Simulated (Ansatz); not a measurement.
# Abstraction of H: C3H8 + BF2 → C3H7 + BHF2

Species: C3H8 (propane) `CCC`, singlet; BF2 `F[B]F`, doublet; C3H7 (methylethyl) `C[CH]C`, doublet; BHF2 `FBF`, singlet. A radical takes H: the energy is the difference in strength between the C–H bond broken and the B–H bond made.

Shapes, held fixed at every level: PBE0-D4/def2-TZVP. Programs: Ansatz 0.2.0. The zero-point and thermal change to 298 K, harmonic and unscaled (PBE0-D4/def2-TZVP), is -10.3 kJ/mol.

```json
{"level": "MP2/def2-TZVPP", "kind": "perturbation theory", "ΔH(298 K) (kJ/mol)": "-31.7", "less CCSD(T)/CBS estimate": "+12.0", "CPU time (sum over the molecules)": "–"}
{"level": "HF/def2-SVP", "kind": "Hartree–Fock", "ΔH(298 K) (kJ/mol)": "-64.0", "less CCSD(T)/CBS estimate": "-20.3", "CPU time (sum over the molecules)": "–"}
{"level": "r2SCAN-D4/def2-TZVPP", "kind": "meta-GGA", "ΔH(298 K) (kJ/mol)": "-46.9", "less CCSD(T)/CBS estimate": "-3.2", "CPU time (sum over the molecules)": "27 s"}
{"level": "wB97M-V/def2-TZVPP", "kind": "range-separated hybrid", "ΔH(298 K) (kJ/mol)": "-49.9", "less CCSD(T)/CBS estimate": "-6.2", "CPU time (sum over the molecules)": "51 s"}
{"level": "wB97X-V/def2-TZVPP", "kind": "range-separated hybrid", "ΔH(298 K) (kJ/mol)": "-48.0", "less CCSD(T)/CBS estimate": "-4.3", "CPU time (sum over the molecules)": "41 s"}
{"level": "CCSD(T)/def2-SVP", "kind": "coupled cluster or CI", "ΔH(298 K) (kJ/mol)": "-46.1", "less CCSD(T)/CBS estimate": "-2.4", "CPU time (sum over the molecules)": "18 s"}
{"level": "CCSD(T)/CBS estimate", "kind": "coupled cluster or CI", "ΔH(298 K) (kJ/mol)": "-43.7", "less CCSD(T)/CBS estimate": "0.0", "CPU time (sum over the molecules)": "19 min"}
```

The highest level, CCSD(T)/CBS estimate, gives ΔH(298 K) = -43.7 kJ/mol; the levels span -64.0 to -31.7. The column of differences is taken from that level and isn't an error. No measured value is set beside it here. Open shells run unrestricted. The CBS estimate extrapolates MP2 from def2-TZVPP and def2-QZVPP and adds CCSD(T) − MP2 in the triple-zeta set, cores frozen. Times are processor times on shared x86 and Arm servers, and rough.
